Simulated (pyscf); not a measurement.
# Insertion: B–Cl [singlet] + SiH₄ → H₃Si–BH–Cl

Gas phase, singlet surface, charge 0. Bonds broken: Si3–H4. Bonds formed: B1–Si3, B1–H4. Single points on ωB97X-D3(BJ)/def2-SVP structures (PySCF, gas phase). MP2 and CC: frozen core, UHF for open shells. ΔMP2 is the change of the MP2 total energy from the triple- to the quadruple-zeta basis.

Transition state (Å):

```xyz
7

B     -0.1309     0.1395     0.9917
Cl    -0.3496     1.3630     2.1962
Si    -0.5607    -0.2845    -1.1024
H     -0.9038     0.9873    -0.2163
H     -1.3332    -1.5179    -0.7968
H     -1.2133     0.2906    -2.3439
H      0.8720    -0.4544    -1.4627
```

One imaginary mode, 463i cm⁻¹; descent along it reached the two sides named.

```csv
bond,change,reactant side (Å),saddle,product side
Si3–H4,breaks,1.493,1.588,2.9
B1–Si3,forms,3.4,2.179,2.023
B1–H4,forms,3.0,1.666,1.206
```

Electronic energies relative to the separated reactants (kcal/mol):

```
level                             barrier  reaction energy  reverse barrier
--------------------------------  -------  ---------------  ---------------
ωB97X-D3(BJ)/def2-TZVP                9.0            -62.4             71.4
PBE/def2-TZVP                         3.5            -61.9             65.4
r²SCAN/def2-TZVP                      4.4            -63.1             67.4
B3LYP-D3(BJ)/def2-TZVP                9.4            -60.2             69.6
PBE0-D3(BJ)/def2-TZVP                 4.3            -64.5             68.8
M06-2X/def2-TZVP                     10.5            -59.8             70.4
ωB97M-D3(BJ)/def2-TZVP               11.9            -56.7             68.6
HF/def2-TZVP                         25.5            -51.9             77.4
MP2/def2-QZVPP                       11.1            -60.8             71.8
CCSD/def2-TZVPP                      16.1            -54.4             70.4
CCSD(T)/def2-TZVPP                   14.1            -54.7             68.8
CCSD(T)/def2-TZVPP + ΔMP2(QZVPP)     13.1            -55.5             68.7
```

With CCSD(T)/def2-TZVPP + ΔMP2(QZVPP) energies and thermal terms (ideal gas, 1 atm, RRHO with modes under 100 cm⁻¹ raised to 100, one conformer, R ln 2 for chiral ones without a mode under 150 cm⁻¹), in kcal/mol:

| T (K) | ΔH‡ | ΔG‡ | ΔH | ΔG |
|---|---|---|---|---|
| 298 | 13.0 | 21.5 | -53.3 | -45.1 |
| 600 | 13.2 | 30.1 | -52.8 | -36.9 |
| 900 | 13.5 | 38.4 | -52.1 | -29.1 |
| 1200 | 13.9 | 46.7 | -51.4 | -21.6 |

This is the saddle that the search found; another between the same sides may lie lower. The CCSD(T) − MP2 part came from Ansatz, without density fitting, on the same reference.
